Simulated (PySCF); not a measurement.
Species: C4H2N (charge -1).
Bonds: C1–C2 (triple), C2–C3, C3–C4, C4–N5 (triple). Hydrogens: H6 on C1; H7 on C3.

The computed photoelectron lines, unassigned: C 1s: 284.20 (area 1), 284.98 (area 1), 285.32 (area 1), 285.98 (area 1) eV; N 1s: 398.30 eV.

Computed with PySCF 2.14.0, delta-SCF UKS SCAN, pcX-2 on the ionised atom, pcseg-1 elsewhere, spin-free X2C. Isolated species at its GFN2-xTB geometry, gas phase.

Q: Assign the C 1s lines to atoms.

A: 284.20 eV: C1 (carbon bonded to C and H); 284.98 eV: C3 (carbon bonded to 2 C and H); 285.32 eV: C2 (carbon bonded to 2 C); 285.98 eV: C4 (carbon bonded to C and N). Lowest listed C 1s: C1, bonded to C (triple bond) and H. Highest, 1.78 eV above it: C4, bonded to N (triple bond) and C. Summing the Pauling electronegativity differences to the bonded atoms, each weighted by its formal bond order, gives -0.35 for the lowest site and +1.47 for the highest; no listed site has a larger sum than the highest.

Bonded neighbours of each site: C1: C (triple bond) and H; C2: C (triple bond) and C; C3: 2 C and H; C4: N (triple bond) and C; N5: C (triple bond).

Q: Which photon wavelength matches the N 1s of N5 threshold?

A: λ = hc/E = 12398.42 eV Å / 398.30 eV = 31.128 Å.

The species carries charge -1, so core ionisation leaves a neutral species. The basis sets have no added diffuse functions.
